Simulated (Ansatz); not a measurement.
**AlH₃ (triplet): wave-function methods side by side at distance Al1–H2 = 2.991 Å, cc-pVDZ**

Aim: climb from Hartree-Fock through coupled cluster and multireference methods for AlH₃ (triplet) at one geometry and basis, and see what each rung misses.

The runs use Ansatz 0.2.0, Gaussian basis; cc-pVDZ, core rule «outside noble gas», up to 5 orbitals frozen.

The runs, in order: UHF; CCSD(T) on ROHF; CCSD(T) on UHF; BCCD(T) on ROHF; CISD; CCSDT(Q) on ROHF; CCSDT(Q) on UHF; CASSCF and MRCISD+Q, 4 electrons in 4 orbitals; CASSCF and NEVPT2, 4 electrons in 4 orbitals; CASSCF and MRCISD+Q, 6 electrons in 7 orbitals; CASSCF and NEVPT2, 6 electrons in 7 orbitals; Full CI.

16 further runs of the same task are left out: 12 that didn't finish, 4 set aside as unsound or not needed.

### 1 The system

The geometry derives from a PBE0/def2-TZVP stationary point (not a proven minimum). One bond is set to the value named and the two fragments are kept rigid.

4 atoms, charge 0, spin multiplicity 3.

Atoms are counted from 1 here; the program's logs count them from 0.

Bond lengths: Al1–H3 1.843 Å, Al1–H4 1.843 Å, H3–H4 0.841 Å. Angles: H3–Al1–H4 26.4°, Al1–H3–H4 76.8°, Al1–H4–H3 76.8°.

### 2 UHF

Contents of in.yaml:

```yaml
crystal:
  periodic: [false, false, false]
  atoms:
    - {symbol: Al, position_ang: [0.000000, 0.117262, -0.076135]}
    - {symbol: H, position_ang: [0.000000, -2.605146, -1.314915]}
    - {symbol: H, position_ang: [0.420650, -0.266924, 1.676489]}
    - {symbol: H, position_ang: [-0.420650, -0.266924, 1.676489]}
basis:
  gaussian: {orbitals: cc-pVDZ}
magnetization: {spin_polarized: true, initial_magnetization: 2}
hamiltonian: {xc: hf}
output: {orbitals: {seedname: orbitals}}
```

Started as:

```
> ansatz run in.yaml --threads 1 --pin off --events-out ev --progress --plain --max-ram 2393MiB
```

Further steps of the session: CCSD(T) on ROHF; CCSD(T) on UHF; BCCD(T) on ROHF; CISD; CCSDT(Q) on ROHF; CCSDT(Q) on UHF; CASSCF and MRCISD+Q, 4 electrons in 4 orbitals; CASSCF and NEVPT2, 4 electrons in 4 orbitals; CASSCF and MRCISD+Q, 6 electrons in 7 orbitals; CASSCF and NEVPT2, 6 electrons in 7 orbitals; Full CI.

Q: Predict the results of all the runs planned. Wanted: FCI below the RHF energy; RMP2 from FCI; UMP2 from FCI; RCCSD from FCI; RCCSD(T) from FCI; UCCSD(T) from FCI; RCCSDT(Q) from FCI; UCCSDT(Q) from FCI; NEVPT2 pair from FCI.

The runs gave:

| quantity | value |
| --- | --- |
| FCI below the RHF energy | -2.6570 eV |
| RMP2 from FCI | +750.3 meV |
| UMP2 from FCI | +791.9 meV |
| RCCSD from FCI | +78.6 meV |
| RCCSD(T) from FCI | +22.3 meV |
| UCCSD(T) from FCI | +22.8 meV |
| RCCSDT(Q) from FCI | +0.4 meV |
| UCCSDT(Q) from FCI | +0.3 meV |
| NEVPT2 pair from FCI | +654.4 meV |
| NEVPT2 valence from FCI | +451.6 meV |
| MRCISD+Q valence from FCI | +24.0 meV |
| levels within 1 kcal/mol (43 meV) | RCCSD(T), UCCSD(T), BCCD(T), RCCSDT, UCCSDT, RCCSDT(Q), UCCSDT(Q), MRCISD+Q valence |
| T1 diagnostic | 0.031 |
| effectively unpaired electrons | 2.09 |

In words: RCCSD(T) misses by +22.3 meV, 0.8 % of the correlation energy. One determinant dominates. Of the multireference levels listed MRCISD+Q valence comes nearest in total energy (+24.0 meV), which doesn't show that its space is the better one. These misses are within one basis, not against nature; the frozen cores of restricted and unrestricted runs differ, which can shift their rows.
